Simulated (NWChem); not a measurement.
System: H anion

Input file for NWChem:

```
start job
memory heap 200 mb stack 700 mb global 900 mb
charge -1
geometry units angstroms noautoz
  H      0.000000     0.000000     0.000000
end
basis spherical
  * library cc-pvtz
end
dft
  xc xpbe96 cpbe96
  iterations 150
  mulliken
end
task dft energy
```

Sets without diffuse functions describe the anion's extra electron poorly. The highest occupied level is positive, so the extra electron may be held by the finite basis.

Problem. What results follow from this input? (PBE/cc-pVTZ.) Quantities: basis functions; energy (Ha); highest occupied level (eV); orbital gap (eV).

Solution. 
```
Property                     Result
---------------------------  ------
number of basis functions        14
energy (Ha)                   -0.50
highest occupied level (eV)    3.80
orbital gap (eV)              11.33
```
